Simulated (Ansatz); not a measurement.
This geometry of AlB$_{2}$H$_{5}$ (8 atoms, charge 0, multiplicity 1) is a first-order saddle point.

Theory: RKS B3LYP-D4/6-31G (Ansatz 0.2.0).

```xyz
8
Properties=species:S:1:pos:R:3
B -1.041 0.876 -1.341
Al -0.048 0.505 0.493
B 1.085 -1.313 0.922
H -2.179 0.550 -1.546
H -0.510 1.421 -2.271
H -0.141 1.646 1.641
H 1.631 -1.482 1.975
H 1.203 -2.204 0.128
```

(1) Which two structures does it join? (They come from a converged band through this point; their orientation in space is the band's.)

(2) How far does it lie above each of them?

Answers

(1) No bond is made or broken. The dihedral B1–Al2–B3–H7 goes from 91 to -90°. The two ends are copies of one structure, up to a mirror image or an exchange of like atoms.

Initial state:

```xyz
8
Properties=species:S:1:pos:R:3
B -1.099 0.861 -1.304
Al 0.037 0.497 0.452
B 1.064 -1.304 0.906
H -2.272 0.619 -1.375
H -0.615 1.324 -2.300
H 0.135 1.704 1.533
H 2.207 -1.492 0.592
H 0.544 -2.210 1.497
```

Final state:

```xyz
8
Properties=species:S:1:pos:R:3
B -1.097 0.859 -1.301
Al 0.042 0.507 0.455
B 1.061 -1.301 0.904
H -2.270 0.612 -1.369
H -0.616 1.313 -2.302
H 0.141 1.712 1.537
H 0.542 -2.201 1.504
H 2.196 -1.501 0.571
```

(2) 21.1 kJ/mol above the first and 21.1 kJ/mol above the second. This is the barrier of this one path; another mechanism may lie lower. Limits of this set-up: no polarisation functions.

Time of the run: 3.3 min on 1 thread of Intel(R) Xeon(R) Platinum 8488C (Sapphire Rapids), with other jobs on the host, peak memory 0.12 GiB.
